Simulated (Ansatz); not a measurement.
The input, for Ansatz 0.2.0:

```yaml
crystal:
  periodic: [false, false, false]
  atoms:
    - {symbol: Si, position_ang: [0.000000, 0.000000, 0.000000]}
    - {symbol: Si, position_ang: [0.000000, 0.000000, 2.272600]}
basis:
  gaussian: {orbitals: "6-31G*"}
total_charge: 1
magnetization: {spin_polarized: false, initial_magnetization: 5}
hamiltonian: {xc: {name: PBE0}}
correlation: {method: ccsd, electrons: all, diis_vectors: 2}
output: {forces: true}
```

```sh
$ ansatz run in.yaml --threads 1 --pin off --events-out ev --progress --plain --max-ram 2393MiB
```

(1) Roughly how long does this take on 1 thread of Arm Neoverse V1, shared host, and how much host memory?

```
330 factors; integrals over basis functions are off by at most 1.3e-3 eV
mean field evaluation 1: about -15730.9561 eV, gradient 8.5e0 eV
mean field evaluation 2: about -15731.0429 eV, gradient 8.3e0 eV
mean field evaluation 4: about -15731.5195 eV, gradient 3.8e-1 eV
mean field evaluation 8: about -15731.5236 eV, gradient 4.0e-3 eV
mean field evaluation 16: about -15731.4682 eV, gradient 2.2e0 eV
mean field -15731.52359750 eV, -578.1228289985 hartree, gradient 2.0e-6 eV, S^2 8.750000; 2 other end points of the search recorded, 0 dependent functions left out
mean field evaluation 32: about -15710.5094 eV, gradient 2.0e-1 eV
reference -15710.24689627 eV, -577.3409246501 hartree; 16, 11 occupied and 22, 27 virtual orbitals, 330 factors
second order -2.61530778 eV of doubles, -0.19507972 eV of singles
cycle   1  -3.06949693 eV  change   -2.6e-1 eV  update   5.0e-2
cycle   2  -3.18662264 eV  change   -1.2e-1 eV  update   1.9e-2
cycle   3  -3.19401352 eV  change   -7.4e-3 eV  update   7.1e-3
cycle   4  -3.19679522 eV  change   -2.8e-3 eV  update   2.5e-3
cycle   5  -3.19594502 eV  change    8.5e-4 eV  update   7.8e-4
cycle   6  -3.19607692 eV  change   -1.3e-4 eV  update   2.4e-4
cycle   7  -3.19589406 eV  change    1.8e-4 eV  update   9.3e-5
cycle   8  -3.19590674 eV  change   -1.3e-5 eV  update   3.0e-5
cycle   9  -3.19589062 eV  change    1.6e-5 eV  update   1.6e-5
cycle  10  -3.19589301 eV  change   -2.4e-6 eV  update   4.6e-6
cycle  11  -3.19589018 eV  change    2.8e-6 eV  update   1.8e-6
cycle  12  -3.19589029 eV  change   -1.1e-7 eV  update   7.5e-7
the calculation of the forces begins
Total energy: -15713.44278655 eV, -577.4583714518 hartree
Atom 0 at     0.000000     0.000000     0.000000 Å, force    -0.000000     0.000000     0.142090 eV/Å
Atom 1 at     0.000000     0.000000     2.272600 Å, force     0.000000    -0.000000    -0.142090 eV/Å
Dipole moment:    -0.000000     0.000000     0.000000 e Å
```

Forces (eV/Å):
```
Si   0.000  0.000  0.142
Si   0.000  0.000 -0.142
```

Results:

(1) 6 s wall and 0.15 GiB.
